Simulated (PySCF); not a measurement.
**Other spins and charges of SiC, triplet at one geometry**

Geometry (PBE0/def2-TZVP stationary point for this spin):

```json
{"atom": "Si", "x (Å)": "0.0000", "y (Å)": "0.0000", "z (Å)": "0.0000"}
{"atom": "C", "x (Å)": "0.0000", "y (Å)": "0.0000", "z (Å)": "1.7100"}
```

Basis 6-31G; PySCF 2.14.0. Only valence electrons are correlated (noble-gas cores frozen). Prefix R: restricted or restricted open-shell reference; prefix U: unrestricted.

Gaps are energies of the second state less the first, at fixed atoms, for a selection of the levels run; mean-field and cluster levels share one orbital occupation for each state, and full CI takes the lowest of the symmetries tried.

Unrestricted rows (U, and Kohn–Sham where it breaks symmetry) aren't spin-pure: their determinants' ⟨S²⟩ exceeds S(S+1) by up to 0.55, so they mix in states of higher spin, at the starting point too. The RHF row is the lowest restricted solution found. The determinant for coupled cluster was chosen by trial CCSD, here up to 0.64 eV above the lowest Hartree–Fock solution of its kind, and MP2 stands on that determinant too. A value is left out where its run failed or describes another state than the reference as far as symmetry and spin tell, or, spin-broken singlets apart, can't be checked.

Singlet less triplet: 0.344 eV at full CI (triplet B2, singlet A1, in C2v).

Large singles or doubles amplitudes warn of static correlation in the SiC triplet.

By full CI's occupations no single determinant describes the singlet well.

```csv
level,gap (eV),error (meV)
RCCSD,0.672,328
RCCSD(T),0.357,13
RCCSDT,0.398,54
```

Removing an electron, to the doublet: 9.493 eV at full CI (triplet B2, doublet ion B2, in C2v).

Large singles or doubles amplitudes warn of static correlation in the SiC triplet and the SiC⁺ doublet.

```tsv
level	gap (eV)	error (meV)
RCCSD	9.665	172
RCCSD(T)	9.489	-4
RCCSDT	9.512	19
```

Removing an electron, to the quartet: 8.484 eV at full CI (triplet B2, quartet ion A2, in C2v).

Large singles or doubles amplitudes warn of static correlation in the SiC triplet.

| level | gap (eV) | error (meV) | ⟨S²⟩ where 0.1 over S(S+1) (first / second) |
| --- | --- | --- | --- |
| RHF | 7.193 | -1291 | – / – |
| UHF | 7.865 | -619 | 2.55 / – |
| RMP2 | 8.431 | -53 | – / – |
| UMP2 | 8.077 | -407 | 2.55 / – |
| RCCSD | 8.387 | -97 | – / – |
| UCCSD | 8.403 | -81 | 2.55 / – |
| RCCSD(T) | 8.459 | -25 | – / – |
| UCCSD(T) | 8.445 | -39 | 2.55 / – |
| RCCSDT | 8.463 | -21 | – / – |
| UCCSDT | 8.462 | -22 | 2.55 / – |
| PBE | 9.231 | 747 | – / – |
| r2SCAN | 9.148 | 664 | – / – |
| PBE0 | 9.084 | 600 | – / – |
| B3LYP | 9.163 | 679 | – / – |
| wB97M-V | 8.882 | 398 | – / – |
| B2PLYP | 8.862 | 378 | 2.19 / – |

Question: PBE gives 2.663 eV for quintet less triplet. Estimate what full CI gives in 6-31G.

Answer: Full CI in 6-31G gives 2.506 eV, so against it PBE is off by 0.157 eV, of which a good part can be the reference's own basis and frozen-core error.

Large singles or doubles amplitudes warn of static correlation in the SiC triplet.

```tsv
level	gap (eV)	error (meV)	⟨S²⟩ where 0.1 over S(S+1) (first / second)
RHF	0.855	-1651	– / –
UHF	1.505	-1001	2.55 / –
RMP2	2.317	-189	– / –
UMP2	1.958	-548	2.55 / –
RCCSD	2.376	-130	– / –
UCCSD	2.392	-114	2.55 / –
RCCSD(T)	2.470	-36	– / –
UCCSD(T)	2.457	-49	2.55 / –
RCCSDT	2.480	-26	– / –
UCCSDT	2.479	-27	2.55 / –
r2SCAN	2.449	-57	– / –
PBE0	2.365	-141	– / –
B3LYP	2.567	61	– / –
wB97M-V	2.487	-19	– / –
B2PLYP	2.498	-8	2.19 / –
```

In so small a basis the reference is far from its limit while semilocal and hybrid functionals are nearer theirs (RPA and double hybrids share much of the reference's basis error), so the functionals' errors here hold much of the reference's basis and frozen-core error, which can add to them or hide them.

Full CI is exact within this basis and frozen core; it isn't the basis-set limit. The frozen core follows each run's orbitals, which can shift R against U totals by a few meV.
